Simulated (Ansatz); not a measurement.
Basis-set extrapolation for C5H7F, SMILES `C#CC(C)(C)F` (PBE0-D4/def2-TZVP geometry, frozen core, the Gaussian-basis code of Ansatz). Multiplicity 1, RHF reference.

```tsv
	def2-TZVPP	def2-QZVPP
HF	-292.907155	-292.919906
MP2 correlation	-1.067249	-1.143455
CCSD(T) correlation	-1.150560	not run
```

Energies in hartree. Use E(X) = E(∞) + A·exp(−7.88·√X) for Hartree–Fock and E(X) = E(∞) + B·X^(−2.97) for correlation, with X = 3 and 4, and add CCSD(T) minus MP2 of the smaller set to the MP2 limit.

Problem. What is the CCSD(T) energy at the basis-set limit?

Solution. HF limit: -292.919906 + (-0.012751) × 0.13774 = -292.92166. MP2 limit: -1.143455 + (-0.076206) × 0.74074 = -1.19990. Higher-order term: -1.150560 − (-1.067249) = -0.08331. Total: -294.20487 hartree, 4.00 eV below CCSD(T)/def2-TZVPP.
